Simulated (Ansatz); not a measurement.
Z-matrix (Å, degrees):
```
C
C 1 1.522
H 1 1.094 2 110.8
H 1 1.093 2 110.9 3 119.3
H 1 1.091 2 112.5 3 -120.3
C 2 1.531 1 115.2 3 56.7
H 2 1.095 1 109.6 3 -178.5
H 2 1.095 1 107.9 3 -64.4
C 6 1.540 2 118.0 1 92.4
H 6 1.096 2 108.9 1 -32.5
H 6 1.096 2 108.7 1 -146.7
C 9 1.528 6 107.7 2 -179.9
C 9 1.528 6 109.9 2 62.6
C 9 1.535 6 113.0 2 -58.0
H 12 1.094 9 110.6 6 -62.6
H 12 1.094 9 111.0 6 177.8
H 12 1.092 9 111.8 6 57.1
H 13 1.094 9 111.1 6 54.2
H 13 1.094 9 110.5 6 173.9
H 13 1.093 9 112.0 6 -66.5
C 14 1.520 9 116.3 6 -63.5
H 14 1.097 9 107.6 6 174.3
H 14 1.095 9 108.5 6 60.7
H 21 1.092 14 112.1 9 56.7
H 21 1.092 14 111.7 9 -64.2
H 21 1.093 14 110.6 9 176.5
```

The species carries charge 0 and has multiplicity 1.

(1) List the ωB97M-V/def2-TZVPP orbital energies in eV (Ansatz 0.2.0). (Estimate.)

Results:

(1) Ansatz gave: Occupied: -281.54, -281.15, -281.11, -281.05, -280.95, -280.94, -280.89, -280.89, -26.05, -24.23, -23.34, -21.84, -21.60, -20.13, -19.22, -17.19, -15.92, -15.66, -14.82, -14.50, -14.18, -13.84, -13.67, -13.01, -12.94, -12.48, -12.35, -11.97, -11.69, -11.65, -10.98, -10.80, -10.69. Lowest empty: 2.53, 3.11, 3.20, 3.45, 3.95, 4.00, 4.18, 4.29.
